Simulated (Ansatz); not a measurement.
formaldehyde (CH2O), SMILES C=O.

Geometry: r2SCAN-D4/def2-TZVPD.

Two levels are set side by side: PBE/def2-TZVPD (Ansatz, a program for electronic structure) and ωB97X-V/def2-TZVPD (Ansatz). Energy differences of separate SCF runs at the same geometry; the states with an electron removed or added have multiplicity 2 and 2. Differences are taken from unrounded values.

| quantity | ωB97X-V |
|---|---|
| vertical ionisation energy (eV) | 10.83 |
| vertical singlet–triplet gap (eV) | 3.44 |

What does PBE give, and how far is it from ωB97X-V? (Estimate from the structure and the level; the computed values follow.)


```json
[
 {"quantity": "vertical ionisation energy (eV)", "PBE": "10.74", "PBE minus ωB97X-V": "-0.09"},
 {"quantity": "vertical singlet–triplet gap (eV)", "PBE": "3.30", "PBE minus ωB97X-V": "-0.14"}
]
```
